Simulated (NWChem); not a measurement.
System: isobutane (C4H10); SMILES CC(C)C

Here is an NWChem input.

```
start job
memory heap 200 mb stack 900 mb global 1100 mb
geometry units angstroms noautoz
  C      0.467143     1.385255    -0.096131
  C      0.000000     0.000000     0.373368
  C      0.966094    -1.097185    -0.096131
  C     -1.433237    -0.288070    -0.096131
  H      1.478656     1.609201     0.263732
  H      0.484847     1.440395    -1.192770
  H     -0.201060     2.176262     0.265226
  H      0.000000     0.000000     1.473910
  H      1.985228    -0.914008     0.265226
  H      1.004995    -1.140087    -1.192770
  H      0.654281    -2.085154     0.263732
  H     -1.784168    -1.262254     0.265226
  H     -2.132937     0.475953     0.263732
  H     -1.489842    -0.300307    -1.192770
end
basis spherical
  * library def2-svp
end
dft
  xc kt2
  iterations 150
  mulliken
end
task dft energy
```

Parts of the log:

```
             Northwest Computational Chemistry Package (NWChem) 7.3.0
             --------------------------------------------------------

 C3  symmetry detected

                             Geometry "geometry" -> ""
                             -------------------------

 Output coordinates in angstroms (scale by  1.889725989 to convert to a.u.)

  No.       Tag          Charge          X              Y              Z
 ---- ---------------- ---------- -------------- -------------- --------------
    1 C                    6.0000    -0.01958401     1.46176931    -0.09590524
    2 C                    6.0000     0.00000000    -0.00000000     0.37359376
    3 C                    6.0000     1.27572136    -0.71392441    -0.09590524
    4 C                    6.0000    -1.25613735    -0.74784490    -0.09590524
    5 H                    1.0000     0.86008328     2.00903161     0.26395776
    6 H                    1.0000    -0.02120337     1.51965922    -1.19254424
    7 H                    1.0000    -0.91261716     1.98586779     0.26545176
    8 H                    1.0000     0.00000000    -0.00000000     1.47413576
    9 H                    1.0000     2.17612053    -0.20258425     0.26545176
   10 H                    1.0000     1.32666517    -0.74146695    -1.19254424
   11 H                    1.0000     1.30983077    -1.74936978     0.26395776
   12 H                    1.0000    -1.26350337    -1.78328354     0.26545176
   13 H                    1.0000    -2.16991405    -0.25966183     0.26395776
   14 H                    1.0000    -1.30546180    -0.77819227    -1.19254424

 Effective nuclear repulsion energy (a.u.)     134.0713791005

      Symmetry information
      --------------------

 Group name             C3
 Group number              5
 Group order               3
 No. of unique centers     6

                                 NWChem DFT Module
                                 -----------------

 Summary of "ao basis" -> "ao basis" (spherical)
 ------------------------------------------------------------------------------
       Tag                 Description            Shells   Functions and Types
 ---------------- ------------------------------  ------  ---------------------
 C                          def2-svp                 6       14   3s2p1d
 H                          def2-svp                 3        5   2s1p

      Symmetry analysis of basis
      --------------------------

        a          38
        e+         34
        e-         34

  Rotation of axis

            General Information
            -------------------
          SCF calculation type: DFT
          Wavefunction type:  closed shell.
          No. of atoms     :    14
          No. of electrons :    34
           Alpha electrons :    17
            Beta electrons :    17
          Charge           :     0
          Spin multiplicity:     1
          Use of symmetry is: on ; symmetry adaption is: on
          Maximum number of iterations: 150
          AO basis - number of functions:   106
                     number of shells:    54
          Convergence on energy requested:  1.00D-06
          Convergence on density requested:  1.00D-05
          Convergence on gradient requested:  5.00D-04

              XC Information
              --------------
                          KT2 Method XC Functional
                        Slater Exchange Functional  1.072 local
                           KT1 gradient correction  1.000 non-local
            Perdew 1991 LDA Correlation Functional  0.577 local

             Grid Information
             ----------------
          Grid used for XC integration:  medium
          Radial quadrature: Mura-Knowles
          Angular quadrature: Lebedev.
          Tag              B.-S. Rad. Rad. Pts. Rad. Cut. Ang. Pts.
          ---              ---------- --------- --------- ---------
          C                   0.70       49          10.0       434
          H                   0.35       45          11.0       434
          Grid pruning is: on
          Number of quadrature shells:   278
          Spatial weights used:  Erf1

      Superposition of Atomic Density Guess
      -------------------------------------

 Sum of atomic energies:        -155.49203219

      Non-variational initial energy
      ------------------------------

 Total energy =    -158.473135
 1-e energy   =    -471.468635
 2-e energy   =     178.924121
 HOMO         =      -0.389972
 LUMO         =       0.085983

      Symmetry analysis of molecular orbitals - initial
      -------------------------------------------------

  Numbering of irreducible representations:

     1 a           2 e+          3 e-

  Orbital symmetries:

     1 a           2 e+          3 e+          4 a           5 a
     6 e+          7 e+          8 a           9 a          10 e+
    11 e+         12 e+         13 e+         14 a          15 e+
    16 e+         17 a          18 a          19 a          20 e+
    21 e+         22 e+         23 e+         24 a          25 e+
    26 e+         27 a

     ---------------------------------------------
      Total Density - Mulliken Population Analysis
     ---------------------------------------------

    Atom       Charge   Shell Charges
 -----------   ------   -------------------------------------------------------
    1 C    6     6.24   1.99  0.96  0.18  2.06  1.02  0.02
    2 C    6     6.26   1.99  0.95  0.28  1.93  1.06  0.05
    3 C    6     6.24   1.99  0.96  0.18  2.06  1.02  0.02
    4 C    6     6.24   1.99  0.96  0.18  2.06  1.02  0.02
    5 H    1     0.90   0.67  0.20  0.03
    6 H    1     0.91   0.67  0.21  0.03
    7 H    1     0.90   0.67  0.20  0.03
    8 H    1     0.91   0.69  0.19  0.02
    9 H    1     0.90   0.67  0.20  0.03
   10 H    1     0.91   0.67  0.21  0.03
   11 H    1     0.90   0.67  0.20  0.03
   12 H    1     0.90   0.67  0.20  0.03
   13 H    1     0.90   0.67  0.20  0.03
   14 H    1     0.91   0.67  0.21  0.03

   convergence    iter        energy       DeltaE   RMS-Dens  Diis-err
 ---------------- ----- ----------------- --------- --------- ---------
 d= 0,ls=0.0,diis     1   -161.0414493315 -2.95D+02  6.83D-03  2.01D-01
 d= 0,ls=0.0,diis     2   -161.0629027852 -2.15D-02  1.95D-03  2.29D-02
 d= 0,ls=0.0,diis     3   -161.0634601525 -5.57D-04  9.30D-04  1.90D-02
 d= 0,ls=0.0,diis     4   -161.0659657008 -2.51D-03  1.08D-04  1.07D-04
 d= 0,ls=0.0,diis     5   -161.0659799693 -1.43D-05  3.02D-05  1.35D-05
  Resetting Diis
 d= 0,ls=0.0,diis     6   -161.0659816023 -1.63D-06  7.33D-06  7.37D-07
 d= 0,ls=0.0,diis     7   -161.0659816956 -9.33D-08  7.44D-07  1.16D-09

         Total DFT energy =     -161.065981695610
      One electron energy =     -476.475798654246
           Coulomb energy =      209.543943130794
    Exchange-Corr. energy =      -28.205505272648
 Nuclear repulsion energy =      134.071379100489

 Numeric. integr. density =       34.000040499543

                  Occupations of the irreducible representations
                  ----------------------------------------------

                     irrep           alpha         beta
                     --------     --------     --------
                     a                 7.0          7.0
                     e+               10.0         10.0
                     e-                0.0          0.0

                       DFT Final Molecular Orbital Analysis
                       ------------------------------------

 Vector   15  Occ=2.000000D+00  E=-2.873520D-01  Symmetry=e+
              MO Center= -1.9D-02,  8.1D-04,  1.1D-01, r^2= 3.2D+00
   Bfn.  Coefficient  Atom+Function         Bfn.  Coefficient  Atom+Function
  ----- ------------  ---------------      ----- ------------  ---------------
    46      0.251971   4 C  px               19     -0.249068   2 C  py
     5      0.246610   1 C  py               18     -0.228449   2 C  px
    47      0.207147   4 C  py               57      0.198718   5 H  s
    77      0.182233   9 H  s                92     -0.164300  12 H  s
    32      0.148770   3 C  px               49      0.130591   4 C  px

 Vector   16  Occ=2.000000D+00  E=-2.873520D-01  Symmetry=e+
              MO Center=  1.9D-02, -8.1D-04,  1.1D-01, r^2= 3.2D+00
   Bfn.  Coefficient  Atom+Function         Bfn.  Coefficient  Atom+Function
  ----- ------------  ---------------      ----- ------------  ---------------
    32      0.266731   3 C  px               18     -0.249068   2 C  px
     5     -0.229187   1 C  py               19      0.228449   2 C  py
    67     -0.200071   7 H  s                33     -0.194337   3 C  py
    97     -0.187111  13 H  s                46      0.166906   4 C  px
    87      0.157078  11 H  s                35      0.137596   3 C  px

 Vector   17  Occ=2.000000D+00  E=-2.800794D-01  Symmetry=a
              MO Center= -1.9D-15, -8.3D-16,  1.3D-01, r^2= 3.0D+00
   Bfn.  Coefficient  Atom+Function         Bfn.  Coefficient  Atom+Function
  ----- ------------  ---------------      ----- ------------  ---------------
    72      0.348381   8 H  s                20      0.330732   2 C  pz
    73      0.203396   8 H  s                62      0.190683   6 H  s
    82      0.190683  10 H  s               102      0.190683  14 H  s
     6     -0.174544   1 C  pz               34     -0.174544   3 C  pz
    48     -0.174544   4 C  pz               63      0.138618   6 H  s

[...]
```

Level: KT2/def2-SVP. Coordinates come from a B3LYP/6-31G* (spherical d) optimisation.
